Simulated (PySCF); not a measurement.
**Ways to converge the SCF of NaMg⁺**

Aim: find out which solver settings change the answer for NaMg⁺.

Method: method and basis as typed in the scripts; program: PySCF 2.14.0.

1 further run of the same task is left out (it didn't finish).

## 1. Starting geometry

NaMg⁺: 2 atoms, charge 1, spin multiplicity 1.

No contacts short enough for the rule that draws bonds.

## 2. The base run

input.py reads:

```python
from pyscf import gto, dft

mol = gto.M(
    atom='Na 0 0 0; Mg 0 0 3.484',
    basis='cc-pvdz-dk',
    charge=1,
    spin=0,
    symmetry=True,
    verbose=3,
)
mf = dft.RKS(mol, xc='m062x')
mf = mf.sfx2c1e()
mf.kernel()
mf.analyze()
print('orbital energies (hartree):', mf.mo_energy[..., max(0, mol.nelec[1]-3):mol.nelec[0]+3].round(4))
```

Run with:

```sh
$ python input.py
```

The log of this run is left out.

It gives: E(SCF) = -362.653922 Eh.

The bond length is a typed value, not an optimised one. The dipole of an ion depends on the origin.

## 3. Initial guess mod_huckel

Edit 1 changes initial guess: minao → mod_huckel.

input.py reads:

```python
from pyscf import gto, dft

mol = gto.M(
    atom='Na 0 0 0; Mg 0 0 3.484',
    basis='cc-pvdz-dk',
    charge=1,
    spin=0,
    symmetry=True,
    verbose=3,
)
mf = dft.RKS(mol, xc='m062x')
mf = mf.sfx2c1e()
mf.init_guess = 'mod_huckel'
mf.kernel()
mf.analyze()
print('orbital energies (hartree):', mf.mo_energy[..., max(0, mol.nelec[1]-3):mol.nelec[0]+3].round(4))
```

Run with:

```sh
$ python input.py
```

## 4. Damping 0.95

Edit 2 changes damping: none → 0.95.

input.py: that of step 2 with these lines changed.

```diff
@@ -12,2 +12,4 @@
 mf = mf.sfx2c1e()
+mf.damp = 0.95
+mf.diis_start_cycle = 8
 mf.kernel()
```

What does the calculation give? Wanted: for each run, E(SCF); from base; gap.

As calculated:

```
                     run  E(SCF) (hartree)  from base (eV)  gap (eV)
                    base       -362.653922               0      4.83
initial guess mod_huckel       -362.653922          0.0000      4.83
            damping 0.95       -362.653922          0.0000      4.83
```

What this shows: No change of the SCF energy comes from initial guess mod_huckel or damping 0.95.
